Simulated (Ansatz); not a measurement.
C₃H₃FO, SMILES `C#COCF`, relaxed with RKS PBE-D4/def2-SVP in Ansatz 0.2.0 from a rough embedded geometry. The force threshold is 0.03 eV/Å; the program also tests the step.

Total charge 0; spin multiplicity 1.

Start:

```xyz
8

C     0.391   -1.687   -1.159
C     0.340   -1.031   -0.170
O     0.251   -0.291    0.915
C    -0.278    1.088    0.596
F    -0.345    1.740    1.726
H     0.524   -2.372   -1.972
H     0.396    1.572   -0.121
H    -1.279    0.980    0.185
```

Problem. By how much does the energy fall, and how many steps does the optimiser take? (An estimate is asked.)

Solution. The calculation gave: 4.41 kcal/mol, in 5 steps.

Problem. Which bonds change most? (Best estimate.)

Solution. The calculation gave: O3–C4 from 1.511 to 1.437 Å; C4–F5 from 1.306 to 1.347 Å; C1–C2 from 1.188 to 1.223 Å; C4–H8 from 1.088 to 1.114 Å.

Problem. Give the relaxed structure. (Estimate.)

Solution. Ansatz gave: 
```xyz
8

C     0.429   -1.746   -1.148
C     0.327   -1.009   -0.178
O     0.225   -0.235    0.868
C    -0.284    1.081    0.600
F    -0.314    1.725    1.783
H     0.526   -2.411   -1.992
H     0.402    1.600   -0.109
H    -1.311    0.995    0.177
```
